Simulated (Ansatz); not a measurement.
Compare A (`C/C=C/N`) with its isomer B (`C=CNC`).

Isolated molecules relaxed with PBE0-D4/def2-TZVP in Ansatz; ΔE leaves out vibrations. CBS: MP2 limit from def2 TZ/QZ plus the TZ coupled-cluster correction, frozen cores. Functionals use def2-TZVPP. B3LYP here is the variant with VWN-RPA as its local correlation; programs differ in this. Each species was taken in one conformer, which may not be the lowest.

(1) Which isomer does CCSD(T)/CBS put lower? Give the gap. (Estimate.)

(2) Give E(B) − E(A) in kJ/mol with B2PLYP, LDA (SPW92), B3LYP-D4, HF/def2-TZVPP, ωB97M-V, r2SCAN-D4, B3LYP. (An estimate is asked.)

(3) Does the order hold for the free energy at 298.15 K (harmonic terms from PBE0-D4)? (An estimate is asked.)

Largest T1 diagnostic: 0.011.

Results:

(1) The calculation gave: A, by 33.8 kJ/mol.

(2) The calculation gave: B2PLYP 31.3, LDA (SPW92) 32.1, B3LYP-D4 29.4, HF/def2-TZVPP 28.5, ωB97M-V 32.3, r2SCAN-D4 32.2, B3LYP 29.9. None reverses the order clearly.

(3) Computed: Yes: G(B) − G(A) = +33.0 kJ/mol, for one conformer each.

In def2-TZVPP, CCSD(T) changes the Hartree–Fock value by +4.4 kJ/mol (the triples alone add +0.0 kJ/mol) and MP2 by +6.2 kJ/mol. Leaving LDA and LC-ωPBE aside and taking each functional with its dispersion term where it has one, the values, not all of them listed here, spread over 5.9 kJ/mol, from BLYP-D4 to PBE-QIDH.
